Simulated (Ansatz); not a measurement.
A made-up structure of AlSi2H5, closed shell:

```
8
angstrom
Al -1.3408 0.7484 -0.4942
Si 0.4347 0.9005 1.1177
Si 0.9484 -1.0731 0.3299
H -2.4107 -0.4101 -0.3244
H -1.5050 1.8955 -1.5778
H 1.6211 1.7212 0.7070
H -0.3976 -0.4379 -0.3778
H -0.0131 -2.2048 0.3908
```

It is relaxed with PBE-D4/def2-SVP and then PBE0-D4/def2-TZVP (Ansatz 0.2.0). Atoms count as bonded within 1.22 times the sum of their covalent radii (H–H: 0.88 Å). The end point is not checked to be a true minimum.

(1) Does its bonding change? (A judgement: the text doesn't fix the answer.)

Answers

(1) Computed: Yes. Formed: none; broken: Al1–H7.

Where it ends: The first stage lowers the energy by 2.46 eV in 23 steps. It ends as AlSi₂H₅ ([AlH2][SiH][SiH2]):
```xyz
8
angstrom
Al -1.5930 1.1000 -0.3492
Si 0.6668 1.1427 0.4655
Si 0.6346 -0.9596 -0.1325
H -2.7731 1.5628 0.6047
H -1.8282 0.7711 -1.8828
H 0.8305 1.0458 1.9532
H 0.3571 -1.3624 -1.5358
H 1.0422 -2.1606 0.6480
```

Labels in which every atom is bracketed show which atoms are joined, not bond orders.

For scale, one of the runs: PBE0-D4/def2-TZVP relaxation, 141 basis functions, launched by `ansatz run in.yaml --threads 2 --pin off --events-out ev --progress --plain --max-ram 4352MiB`. Hardware: 2 CPU threads of an Arm Neoverse V2, shared host. Wall time about 14 s.
